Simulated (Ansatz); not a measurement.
```tsv
atom	x (Å)	y (Å)	z (Å)
C	1.4007	0.0000	0.0000
C	0.7003	1.2094	0.0000
C	-0.7003	1.2094	0.0000
C	-1.4007	0.0000	0.0000
C	-0.7003	-1.2094	0.0000
C	0.7003	-1.2094	0.0000
H	2.4899	0.0000	0.0000
H	1.2450	2.1499	0.0000
H	-1.2450	2.1499	0.0000
H	-2.4899	0.0000	0.0000
H	-1.2450	-2.1499	0.0000
H	1.2450	-2.1499	0.0000
```

RHF on singlet C6H6 was run in several spherical basis sets with Ansatz (development build ahead of 0.2.0).

Question: Rank the basis sets by the total energy that they give, lowest first, with the distance from the lowest.
A. 6-31G
B. 6-31++G(d,p)
C. def2-SVP

Answer: B (0.00 eV), A (2.65 eV), C (5.04 eV).

Totals follow the description of the cores as much as that of the bonds, so this order isn't one of quality for chemistry.
